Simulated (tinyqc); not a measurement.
Inside a calculation. Method: CCD on RHF in the sto-3g basis, frozen core, for HF, spin multiplicity 1. One step of it, computed by the program tinyqc.

Question. CCD: starting amplitudes. t_ij^ab = <ij||ab> / (e_i + e_j - e_a - e_b), whose energy is MP2.

orbital energies (hartree): MO1 -25.920516, MO2 -1.423010, MO3 -0.512032, MO4 -0.462380, MO5 -0.462380, MO6 0.421365

Two-electron integrals over orbitals (pq|rs), unique and non-zero (hartree); the lowest 1 orbital is frozen and left out:
```
(22|22) 0.866802    (32|22) -0.042145   (32|32) 0.142569    (33|22) 0.710541
(33|32) -0.021964   (33|33) 0.698853    (42|42) 0.187393    (43|42) -0.032159
(43|43) 0.038267    (44|22) 0.890708    (44|32) -0.071006   (44|33) 0.698722
(44|44) 0.997514    (52|52) 0.187393    (53|52) -0.032159   (53|53) 0.038267
(54|54) 0.053770    (55|22) 0.890708    (55|32) -0.071006   (55|33) 0.698722
(55|44) 0.889973    (55|55) 0.997514    (62|22) -0.098016   (62|32) -0.069457
(62|33) -0.024878   (62|44) -0.096384   (62|55) -0.096384   (62|62) 0.092210
(63|22) -0.218341   (63|32) 0.086634    (63|33) -0.101026   (63|44) -0.232836
(63|55) -0.232836   (63|62) 0.042659    (63|63) 0.217190    (64|42) -0.032355
(64|43) -0.020556   (64|64) 0.029717    (65|52) -0.032355   (65|53) -0.020556
(65|65) 0.029717    (66|22) 0.650831    (66|32) 0.052673    (66|33) 0.656903
(66|44) 0.632380    (66|55) 0.632380    (66|62) -0.057910   (66|63) -0.022885
(66|66) 0.687600
```

Give: Starting amplitudes; correlation energy.

Answer.

Starting amplitudes (spin orbitals 1a, 1b, ...; amplitudes related by a flip of all spins are not repeated):
```
from      to       t
3a 3b  6a 6b  -0.116
2a 2b  6a 6b  -0.025
5a 5b  6a 6b  -0.017
4a 4b  6a 6b  -0.017
2a 3b  6a 6b  -0.015
```

correlation energy = -0.02988 hartree
